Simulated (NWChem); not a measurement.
**Ionisation of HLi**

```
Li
H 1 1.5976
```
Charge 0, spin multiplicity 1.

Everything below was run with NWChem. Structure: optimised with PBE0/def2-SVP, a minimum by its harmonic frequencies.

Basis set: def2-TZVP. −ε marks an orbital energy of the parent.

B3LYP has NWChem's definition, with VWN1-RPA local correlation. The structure started from a generated list of species.

**Question.** One of these methods gave a first vertical ionisation energy of 8.22 eV. Which?
A. −ε(HOMO) of TPSS
B. −ε(HOMO) of B3LYP
C. G0W0@B3LYP
D. −ε(HOMO) of HF

**Answer.** D, −ε(HOMO) of HF. The others give 5.34 (−ε(HOMO) of B3LYP), 4.53 (−ε(HOMO) of TPSS), 7.16 (G0W0@B3LYP).
